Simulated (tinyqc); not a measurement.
RHF in the sto-3g basis, for BH3, spin multiplicity 1, step by step (part 2 of 2). Computed by tinyqc, a small Python program that keeps every step (integrals from PySCF). Command: `OMP_NUM_THREADS=1 python tinyqc.py 28332 28333 out.jsonl` (the two numbers bound the seeds that draw the settings). One thread of a shared host (Intel(R) Xeon(R) Processor @ 2.60GHz), about 0.09 s of CPU time with the checks.

Geometry (angstrom):
```
atom         x         y        z
B      0.00000   0.00000  0.03600
H      1.44000   0.00000  0.00000
H     -0.72000   1.24700  0.00000
H     -0.72000  -1.24700  0.00000
```

## Iteration 2: building the Fock matrix

D after iteration 1, lower triangle:
```
           1B 1s     1B 2s    1B 2px    1B 2py    1B 2pz     2H 1s     3H 1s    4H 1s
1B 1s    2.05895
1B 2s   -0.22011   0.92069
1B 2px   0.00001  -0.00002   0.66515
1B 2py   0.00000   0.00000   0.00000   0.66517
1B 2pz   0.00775  -0.02610   0.00000   0.00000   0.00079
2H 1s   -0.11432   0.24229   0.31415   0.00000  -0.00455   0.87077
3H 1s   -0.11433   0.24229  -0.15707   0.27207  -0.00455  -0.14123   0.87071
4H 1s   -0.11433   0.24229  -0.15707  -0.27207  -0.00455  -0.14123  -0.14125  0.87071
```

core Hamiltonian H = T + V (hartree), lower triangle:
```
            1B 1s     1B 2s    1B 2px    1B 2py    1B 2pz     2H 1s     3H 1s     4H 1s
1B 1s   -13.42323
1B 2s    -3.48417  -4.50029
1B 2px    0.00000   0.00001  -3.74590
1B 2py    0.00000   0.00000   0.00000  -3.74590
1B 2pz    0.00095   0.00908   0.00000   0.00000  -3.62203
2H 1s    -0.49513  -1.38296  -1.36071   0.00000   0.03533  -2.71818
3H 1s    -0.49521  -1.38310   0.68044  -1.17849   0.03533  -0.20152  -2.71827
4H 1s    -0.49521  -1.38310   0.68044   1.17849   0.03533  -0.20152  -0.20156  -2.71827
```

nuclear repulsion = 6.1472307 hartree

Given earlier and not repeated: Two-electron integrals (ij|kl) in chemists' order.

J_ij = sum D_kl (ij|kl), K_ij = sum D_kl (ik|jl); F = H + J - 0.5 K; E = tr D H + tr D J / 2 - 0.25 tr D K + E_nn.

Coulomb J (hartree), lower triangle:
```
           1B 1s     1B 2s    1B 2px    1B 2py    1B 2pz    2H 1s    3H 1s    4H 1s
1B 1s    8.98843
1B 2s    1.86518   4.11002
1B 2px   0.00000  -0.00001   4.15688
1B 2py   0.00000   0.00000   0.00000   4.15687
1B 2pz  -0.00255  -0.01597   0.00000   0.00000   4.00296
2H 1s    0.26117   1.25985   1.34186   0.00000  -0.03604  3.00612
3H 1s    0.26121   1.25998  -0.67102   1.16216  -0.03605  0.17167  3.00618
4H 1s    0.26121   1.25998  -0.67102  -1.16216  -0.03605  0.17167  0.17171  3.00618
```

exchange K (hartree), lower triangle:
```
           1B 1s     1B 2s    1B 2px    1B 2py    1B 2pz    2H 1s    3H 1s    4H 1s
1B 1s    5.89714
1B 2s    1.10350   1.21521
1B 2px   0.00000  -0.00003   0.94052
1B 2py   0.00000   0.00000   0.00000   0.94053
1B 2pz  -0.00015  -0.02693   0.00000   0.00000   0.24032
2H 1s    0.15853   0.54472   0.58530   0.00000  -0.01556  1.07104
3H 1s    0.15856   0.54476  -0.29268   0.50691  -0.01556  0.07241  1.07105
4H 1s    0.15856   0.54476  -0.29268  -0.50691  -0.01556  0.07241  0.07243  1.07105
```

Fock matrix F (hartree), lower triangle:
```
           1B 1s     1B 2s    1B 2px    1B 2py   1B 2pz     2H 1s     3H 1s     4H 1s
1B 1s   -7.38336
1B 2s   -2.17074  -0.99788
1B 2px   0.00000   0.00002  -0.05928
1B 2py   0.00000   0.00000   0.00000  -0.05929
1B 2pz  -0.00153   0.00658   0.00000   0.00000  0.26077
2H 1s   -0.31323  -0.39547  -0.31150   0.00000  0.00707  -0.24758
3H 1s   -0.31327  -0.39551   0.15576  -0.26978  0.00707  -0.06605  -0.24761
4H 1s   -0.31327  -0.39551   0.15576   0.26978  0.00707  -0.06605  -0.06606  -0.24761
```

total energy of this density = -25.4442377 hartree

This density is a damped mixture and is not idempotent.

## Iteration 2: diagonalisation and new density

X, lower triangle:
```
           1B 1s     1B 2s    1B 2px    1B 2py   1B 2pz     2H 1s     3H 1s    4H 1s
1B 1s    1.03227
1B 2s   -0.16549   1.21985
1B 2px   0.00000  -0.00002   1.11322
1B 2py   0.00000   0.00000   0.00000   1.11322
1B 2pz   0.00065  -0.00516   0.00000   0.00000  1.00014
2H 1s    0.02373  -0.22214  -0.24578   0.00000  0.00603   1.13676
3H 1s    0.02373  -0.22217   0.12291  -0.21287  0.00603  -0.00749   1.13679
4H 1s    0.02373  -0.22217   0.12291   0.21287  0.00603  -0.00749  -0.00749  1.13679
```

overlap S, lower triangle:
```
          1B 1s    1B 2s    1B 2px    1B 2py    1B 2pz    2H 1s    3H 1s    4H 1s
1B 1s   1.00000
1B 2s   0.26933  1.00000
1B 2px  0.00000  0.00000   1.00000
1B 2py  0.00000  0.00000   0.00000   1.00000
1B 2pz  0.00000  0.00000   0.00000   0.00000   1.00000
2H 1s   0.03783  0.35538   0.39633   0.00000  -0.00991  1.00000
3H 1s   0.03784  0.35541  -0.19819   0.34325  -0.00991  0.05007  1.00000
4H 1s   0.03784  0.35541  -0.19819  -0.34325  -0.00991  0.05007  0.05008  1.00000
```

Diagonalise F' = X^T F X, C = X C', fill 4 alpha and 4 beta electrons from the bottom; D = 2 C_occ C_occ^T; the new density keeps 0.2 of the old one (damping). Each column has its largest component positive (the first on a tie).

F' = X^T F X (hartree), lower triangle:
```
          1         2         3         4        5         6         7        8
1  -7.19065
2  -1.18285  -0.29293
3   0.00000  -0.00001   0.16578
4   0.00000   0.00000   0.00000   0.16578
5  -0.00073  -0.00177   0.00000   0.00000  0.26104
6  -0.00495  -0.28525  -0.35774   0.00000  0.00827   0.00390
7  -0.00496  -0.28528   0.17889  -0.30983  0.00827  -0.01585   0.00391
8  -0.00496  -0.28528   0.17889   0.30983  0.00827  -0.01585  -0.01585  0.00391
```

orbital energies (hartree): MO1 -7.38895, MO2 -0.54845, MO3 -0.35144, MO4 -0.35143, MO5 0.26032, MO6 0.42675, MO7 0.53697, MO8 0.53697

coefficients C:
```
             MO1       MO2       MO3       MO4       MO5       MO6       MO7       MO8
1B 1s    0.99116  -0.22447   0.00000  -0.00002  -0.01921  -0.24801   0.00006   0.00000
1B 2s    0.03365   0.63766   0.00000   0.00005   0.07988   1.11777  -0.00030   0.00000
1B 2px   0.00000  -0.00004   0.00000   0.48988   0.00000   0.00023   1.04398   0.00000
1B 2py   0.00000   0.00000   0.48988   0.00000   0.00000   0.00000   0.00000   1.04398
1B 2pz   0.00003  -0.00729   0.00000   0.00000   0.99689  -0.08102   0.00002   0.00000
2H 1s   -0.00537   0.27829   0.00000   0.55402  -0.03477  -0.62525  -0.79128   0.00000
3H 1s   -0.00538   0.27834   0.47978  -0.27697  -0.03477  -0.62499   0.39589  -0.68543
4H 1s   -0.00538   0.27834  -0.47978  -0.27697  -0.03477  -0.62499   0.39589   0.68543
```

D after iteration 2, lower triangle:
```
           1B 1s     1B 2s    1B 2px    1B 2py    1B 2pz     2H 1s     3H 1s    4H 1s
1B 1s    2.06425
1B 2s   -0.21967   0.83652
1B 2px   0.00000   0.00000   0.51700
1B 2py   0.00000   0.00000   0.00000   0.51701
1B 2pz   0.00421  -0.01266   0.00000   0.00000   0.00024
2H 1s   -0.13135   0.33214   0.49706   0.00000  -0.00416   0.78922
3H 1s   -0.13135   0.33212  -0.24853   0.43047  -0.00416  -0.14978   0.78919
4H 1s   -0.13135   0.33212  -0.24853  -0.43047  -0.00416  -0.14978  -0.14980  0.78919
```

Within a degenerate level the vectors are fixed only up to a rotation; this is one choice.

## Iteration 14 (converged): orbitals

converged F (hartree), lower triangle:
```
           1B 1s     1B 2s    1B 2px    1B 2py   1B 2pz     2H 1s     3H 1s     4H 1s
1B 1s   -7.43236
1B 2s   -2.17694  -1.03095
1B 2px   0.00000   0.00001  -0.08722
1B 2py   0.00000   0.00000   0.00000  -0.08722
1B 2pz  -0.00061   0.00461   0.00000   0.00000  0.24351
2H 1s   -0.31496  -0.41761  -0.34478   0.00000  0.00588  -0.27322
3H 1s   -0.31501  -0.41764   0.17240  -0.29859  0.00588  -0.06674  -0.27324
4H 1s   -0.31501  -0.41764   0.17240   0.29859  0.00588  -0.06674  -0.06675  -0.27324
```

Diagonalise F' = X^T F X, C = X C', fill 4 alpha and 4 beta electrons from the bottom; D = 2 C_occ C_occ^T. Each column has its largest component positive (the first on a tie).

F' = X^T F X (hartree), lower triangle:
```
          1         2         3         4        5         6         7         8
1  -7.24143
2  -1.17851  -0.30935
3   0.00000  -0.00001   0.15622
4   0.00000   0.00000   0.00000   0.15622
5   0.00045  -0.00368   0.00000   0.00000  0.24376
6  -0.00418  -0.30300  -0.38849   0.00000  0.00729  -0.00284
7  -0.00419  -0.30302   0.19426  -0.33646  0.00729  -0.01547  -0.00283
8  -0.00419  -0.30302   0.19426   0.33646  0.00729  -0.01547  -0.01547  -0.00283
```

orbital energies (hartree): MO1 -7.43747, MO2 -0.59178, MO3 -0.39677, MO4 -0.39677, MO5 0.24311, MO6 0.44535, MO7 0.56563, MO8 0.56564

coefficients C:
```
             MO1       MO2       MO3       MO4       MO5       MO6       MO7       MO8
1B 1s    0.99159  -0.22483   0.00000  -0.00001  -0.01532  -0.24625   0.00006   0.00000
1B 2s    0.03198   0.64232   0.00000   0.00004   0.06462   1.11613  -0.00030   0.00000
1B 2px   0.00000  -0.00002   0.00000   0.49789   0.00000   0.00022   1.04018   0.00000
1B 2py   0.00000   0.00000   0.49789   0.00000   0.00000   0.00000   0.00000   1.04019
1B 2pz  -0.00007  -0.00373   0.00000   0.00000   0.99778  -0.06958   0.00001   0.00000
2H 1s   -0.00487   0.27573   0.00000   0.54792  -0.02868  -0.62670  -0.79552   0.00000
3H 1s   -0.00487   0.27577   0.47450  -0.27393  -0.02867  -0.62644   0.39801  -0.68910
4H 1s   -0.00487   0.27577  -0.47450  -0.27393  -0.02867  -0.62644   0.39801   0.68910
```

D after iteration 14, lower triangle:
```
           1B 1s     1B 2s    1B 2px    1B 2py    1B 2pz     2H 1s     3H 1s    4H 1s
1B 1s    2.06759
1B 2s   -0.22540   0.82718
1B 2px   0.00000   0.00001   0.49578
1B 2py   0.00000   0.00000   0.00000   0.49579
1B 2pz   0.00154  -0.00479   0.00000   0.00000   0.00003
2H 1s   -0.13365   0.35395   0.54559   0.00000  -0.00205   0.75253
3H 1s   -0.13365   0.35393  -0.27279   0.47249  -0.00206  -0.14806   0.75252
4H 1s   -0.13365   0.35393  -0.27279  -0.47249  -0.00206  -0.14806  -0.14807  0.75252
```

Within a degenerate level the vectors are fixed only up to a rotation; this is one choice.

## Convergence

Stop when the energy changes by less than 1e-08 hartree and every element of the error matrix X^T (F D S - S D F) X is below 3e-05.

Course of the cycle:
```
iteration  E (hartree)     change  largest element of the error matrix
1          -23.6514271          -                             6.23e-01
2          -25.4442377  -1.79e+00                             8.25e-02
3          -25.8550315  -4.11e-01                             2.63e-02
4          -25.9403837  -8.54e-02                             7.01e-03
5          -25.9575896  -1.72e-02                             1.77e-03
6          -25.9610369  -3.45e-03                             4.38e-04
7          -25.9617267  -6.90e-04                             1.43e-04
8          -25.9618647  -1.38e-04                             6.17e-05
9          -25.9618923  -2.76e-05                             2.67e-05
10         -25.9618978  -5.52e-06                             1.15e-05
11         -25.9618989  -1.10e-06                             5.00e-06
12         -25.9618992  -2.21e-07                             2.17e-06
13         -25.9618992  -4.42e-08                             9.38e-07
14         -25.9618992  -8.84e-09                             4.07e-07
```

PySCF RHF in the same basis = -25.9618992 hartree

Converged in 14 iterations.

## Populations, bond orders and dipole

Mulliken: Z minus the diagonal of D S on the atom; Loewdin: the same with S^(1/2) D S^(1/2); Mayer order: 2 sum_s sum (D(s) S)_ij (D(s) S)_ji over the two atoms.

Charges (e):
```
atom  Mulliken   Loewdin
1B     0.22406   0.21966
2H    -0.07469  -0.07322
3H    -0.07469  -0.07322
4H    -0.07469  -0.07322
```

Mayer bond orders:
```
pair    order
2-1   0.97230
3-1   0.97230
3-2   0.01106
4-1   0.97230
4-2   0.01106
4-3   0.01106
```

dipole moment about the origin, x y z (debye): 0.00001  0.00000  0.09032
